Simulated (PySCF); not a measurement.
**`[CH3+]`, [CH$_{3}$]+, charge +1**

Geometry:
```json
{"atom": "C1", "x (Å)": "0.011", "y (Å)": "-0.002", "z (Å)": "0.017"}
{"atom": "H2", "x (Å)": "1.106", "y (Å)": "-0.140", "z (Å)": "-0.029"}
{"atom": "H3", "x (Å)": "-0.657", "y (Å)": "-0.715", "z (Å)": "-0.498"}
{"atom": "H4", "x (Å)": "-0.416", "y (Å)": "0.849", "z (Å)": "0.576"}
```

Total charge +1.

Theory: PySCF, GIAO HSE06/cc-pVTZ magnetisability, rotational g tensor and spin-rotation constants, non-relativistic, gas phase. Geometry: PBE0-D3(BJ)/def2-SVP.

For an ion the centre-of-mass motion in the field is neglected.

Q: How diamagnetic is it, and how anisotropic?

A: Isotropic 12 × 10⁻³⁰ J/T², or 0.7 × 10⁻⁶ cm³/mol; principal values -236, 136, 136 × 10⁻³⁰ J/T², anisotropy 371 × 10⁻³⁰ J/T² (root of half the summed squared differences of the principal values). The susceptibility is in cgs units.

Q: Split it along the inertial axes a, b, c into diamagnetic and paramagnetic parts about the centre of mass, with the quadrupole moment.

A: 
| axis | χ (10⁻⁶ cm³/mol) | diamagnetic (10⁻⁶ cm³/mol) | paramagnetic (10⁻⁶ cm³/mol) | summed x² of all electrons (Å²) | quadrupole Θ (D Å) |
| --- | --- | --- | --- | --- | --- |
| a | 8.2 | -15.7 | 23.9 | 2.7 | +0.56 |
| b | 8.2 | -15.7 | 23.9 | 2.7 | +0.56 |
| c | -14.2 | -22.5 | 8.3 | 1.1 | -1.11 |

Anisotropies 2χaa − χbb − χcc = +22.4 and 2χbb − χaa − χcc = +22.4 × 10⁻⁶ cm³/mol. Θ is traceless in Buckingham's convention.

Q: And the rotational g tensor?

A: 
| axis | rotational constant (GHz) | g | nuclear part | electronic part |
| --- | --- | --- | --- | --- |
| a | 274.1676 | -2.0773 | 0.9996 | -3.0769 |
| b | 274.1123 | -2.0769 | 0.9993 | -3.0762 |
| c | 137.0701 | +0.4651 | 0.9995 | -0.5344 |

Oblate top; isotopes 12C, 1H; no vibrational averaging.
